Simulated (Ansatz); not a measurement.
Born–Oppenheimer molecular dynamics of C2H4 + Cl (7 atoms, charge -1, multiplicity 1). It goes on from the last frame of an earlier run, with new velocities.

Level of theory: RKS PBE0/def2-SVP in Ansatz 0.2.0.

```
ensemble                      : NVE (velocity Verlet)
time step                     : 0.5 fs
steps asked                   : 250
starting velocities drawn for : 500 K
seed                          : 853928
```

First frame:

```xyz
7
Properties=species:S:1:pos:R:3
Cl -0.157 0.157 -3.205
C -0.235 0.416 0.991
C 0.297 -0.487 0.164
H -0.803 1.267 0.569
H -0.158 0.420 2.112
H 0.881 -1.320 0.543
H 0.112 -0.387 -0.906
```

Q: How far do the bonds stretch over the last three quarters of this one trajectory? (Pairs bonded in most of those frames.)

A: 
```csv
bond,mean (Å),spread (Å),shortest,longest
C2–C3,1.335,0.022,1.29,1.38
C2–H4,1.099,0.023,1.06,1.14
C2–H5,1.100,0.015,1.07,1.13
C3–H6,1.102,0.010,1.08,1.12
C3–H7,1.124,0.042,1.06,1.20
```

Mean temperature of the second half: 285 K. The conserved energy stayed within 0.18 meV per atom of its start (net change -0.071 meV per atom), so the integration is sound. Over the second half the temperature averaged 0.57 of the 500 K drawn at the start: a run that starts near a minimum puts about half its kinetic energy into the potential. A run of 0.12 ps of so small a system gives no equilibrium averages. Limits of this set-up: an anion without diffuse functions.

The run took 5.1 min on 1 thread of Arm Neoverse V1, with other jobs on the host, peak memory 0.11 GiB.
